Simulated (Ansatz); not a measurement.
Results of RPBE (Ansatz, a program for electronic structure, plane waves, PAW) for diamond.

Run with plane-wave cutoff 520 eV, 16×16×16 k mesh, Fermi–Dirac smearing 0.01 eV, scalar-relativistic PAW data made under PBE.

Cell (relaxed at this level):

Space group Fd-3m, origin choice 1 (No. 227); a = 3.589 Å, b = 3.589 Å, c = 3.589 Å, α = 90.00°, β = 90.00°, γ = 90.00°

```
atom  site  symmetry       x       y       z
----  ----  --------  ------  ------  ------
C       8b      -43m  0.5000  0.5000  0.5000
```
(The calculation used a cell of 2 atoms; values per cell refer to that cell.)

Question: Estimate the width of the whole s-p valence band, pressure derivative B′ of the bulk modulus, smallest direct gap on the k points sampled and band gap that the calculation returns.

Answer: 
width of the whole s-p valence band: 21.31 eV
pressure derivative B′ of the bulk modulus: 3.7
smallest direct gap on the k points sampled: 5.55 eV
band gap: 4.10 eV (indirect)

Static lattice: no zero-point or thermal effects.
